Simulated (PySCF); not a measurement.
## Predicted spectroscopic data

Fast rotation and ring inversion assumed for equivalent nuclei, non-relativistic, gas phase, one conformer. Shieldings: GIAO PBE0/pcSseg-1; spin–spin couplings from B3LYP/pcJ-1 (spin–dipole term left out of most H,H and C,H couplings); PBE0-D3(BJ)/def2-SVP geometry; PySCF 2.14.

Shifts are taken against calculated references (same method and geometry level): ¹H and ¹³C against TMS. Multiplet labels drop J under 1 Hz and among equivalent protons, and merge close values. Unscaled 3J(H,H) run several per cent high. Vicinal couplings that depend on rotamer populations or ring flexing (ring, CH–CH, X–H and H–F types) are those of the one conformer. Shifts are as computed. Against solution values, carbons near 30 ppm lie about +2 ppm off and those near 130 ppm about +5 ppm. Of 1211 compounds with measured shifts, 218 miss one by over three times the rms of a fit or turn the order of signals round; such compounds aren't used in these exercises.

Compound 1 (C3H5NO). ¹H NMR (400 MHz, computed): δ 6.35 (m, 1H), 3.96 (m, 2H), 3.83 (m, 2H). ¹³C{¹H} NMR (computed): δ 160.4 (CH), 66.4 (CH2), 56.2 (CH2). Structure: 2-Oxazoline.

Compound 2 (C3H5NO). ¹H NMR (400 MHz, computed): δ 3.94 (s, 2H), 3.39 (s, 3H). ¹³C{¹H} NMR (computed): δ 120.5 (C), 58.3 (CH3), 58.1 (CH2). Structure: Methoxyacetonitrile (COCC#N).
